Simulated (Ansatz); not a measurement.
A made-up structure of C2H7Si (charge +1), singlet:

```json
{"atom": "C1", "x (Å)": "-1.1420", "y (Å)": "0.9277", "z (Å)": "-0.6300"}
{"atom": "Si2", "x (Å)": "0.5128", "y (Å)": "0.2169", "z (Å)": "-0.3972"}
{"atom": "C3", "x (Å)": "0.8502", "y (Å)": "-1.0433", "z (Å)": "0.8660"}
{"atom": "H4", "x (Å)": "-1.8461", "y (Å)": "0.1247", "z (Å)": "-0.8860"}
{"atom": "H5", "x (Å)": "-1.1636", "y (Å)": "1.6899", "z (Å)": "-1.4093"}
{"atom": "H6", "x (Å)": "-1.4988", "y (Å)": "1.3546", "z (Å)": "0.3157"}
{"atom": "H7", "x (Å)": "1.6147", "y (Å)": "0.6686", "z (Å)": "-1.2695"}
{"atom": "H8", "x (Å)": "0.2355", "y (Å)": "-1.9303", "z (Å)": "0.6615"}
{"atom": "H9", "x (Å)": "0.8415", "y (Å)": "-0.9108", "z (Å)": "-1.1951"}
{"atom": "H10", "x (Å)": "1.9011", "y (Å)": "-1.3323", "z (Å)": "0.8978"}
```

It is relaxed with PBE-D4/def2-SVP and then PBE0-D4/def2-TZVP (Ansatz 0.2.0). Atoms count as bonded within 1.22 times the sum of their covalent radii (H–H: 0.88 Å). The end point is not checked to be a true minimum.

(1) Does its bonding change? (A judgement: the text doesn't fix the answer.)

Results:

(1) Computed: Yes. Formed: C3–H9; broken: Si2–H9.

Where it ends: The first stage lowers the energy by 3.61 eV in 19 steps. It ends as C₂H₇Si ([CH3][SiH][CH3]), total charge +1:
```json
{"atom": "C1", "x (Å)": "-1.2021", "y (Å)": "1.0066", "z (Å)": "-0.5781"}
{"atom": "Si2", "x (Å)": "0.4801", "y (Å)": "0.3386", "z (Å)": "-0.4632"}
{"atom": "C3", "x (Å)": "0.9176", "y (Å)": "-1.3315", "z (Å)": "0.0923"}
{"atom": "H4", "x (Å)": "-1.9717", "y (Å)": "0.2959", "z (Å)": "-0.2767"}
{"atom": "H5", "x (Å)": "-1.3839", "y (Å)": "1.3390", "z (Å)": "-1.6092"}
{"atom": "H6", "x (Å)": "-1.2677", "y (Å)": "1.9119", "z (Å)": "0.0409"}
{"atom": "H7", "x (Å)": "1.5883", "y (Å)": "1.2306", "z (Å)": "-0.8567"}
{"atom": "H8", "x (Å)": "0.0546", "y (Å)": "-1.9318", "z (Å)": "0.3805"}
{"atom": "H9", "x (Å)": "1.4714", "y (Å)": "-1.8379", "z (Å)": "-0.7102"}
{"atom": "H10", "x (Å)": "1.6189", "y (Å)": "-1.2559", "z (Å)": "0.9342"}
```

Labels in which every atom is bracketed show which atoms are joined, not bond orders.

For scale, one of the runs: PBE0-D4/def2-TZVP relaxation, 141 basis functions, launched by `ansatz run in.yaml --threads 2 --pin off --events-out ev --progress --plain --max-ram 4352MiB`. Hardware: 2 CPU threads of an Arm Neoverse V2, shared host. Wall time about 37 s.
